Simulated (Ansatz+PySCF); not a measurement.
The numbers below are computed, except where a source is named.
Several solutions for singlet H2S

```yaml
atoms:
  - { symbol: S, position_ang: [0.0000, 0.0000, -0.1560] }
  - { symbol: H, position_ang: [0.0000, 1.4573, 1.2482] }
  - { symbol: H, position_ang: [0.0000, -1.4573, 1.2482] }
```

Basis set: 6-31G* (spherical functions). Charge 0, multiplicity 1.

UHF was run from several starts with Ansatz (development build ahead of 0.2.0) and PySCF 2.14.0.

```
run  program                                 start  converged  energy (hartree)  <S²>
  A   Ansatz               atomic start, no search        yes        -398.47015  0.00
  B    PySCF   guess minao, instabilities followed        yes        -398.48498  0.55
  C    PySCF  guess huckel, instabilities followed        yes        -398.50419  1.14
  D    PySCF    guess atom, instabilities followed        yes        -398.50419  1.14
  E   Ansatz           search for the lowest state        yes        -398.50419  1.14
  F    PySCF      guess 1e, instabilities followed        yes        -398.50419  1.14
  G    PySCF                      program defaults        yes        -398.47015  0.00
  H   Ansatz               stability test followed        yes        -398.50419  1.14
```

**Question.** Which runs reached the lowest solution of this kind, and what is wrong with the others?

**Answer.** C, D, E, F, H reached the lowest solution found. Converged but too high: A by 0.93 eV, B by 0.52 eV, G by 0.93 eV. Convergence only shows a stationary point, and even a stable one can lie too high; stability tests and further starts are what find lower ones. Caution: the unrestricted determinant is a mixture of spin states.
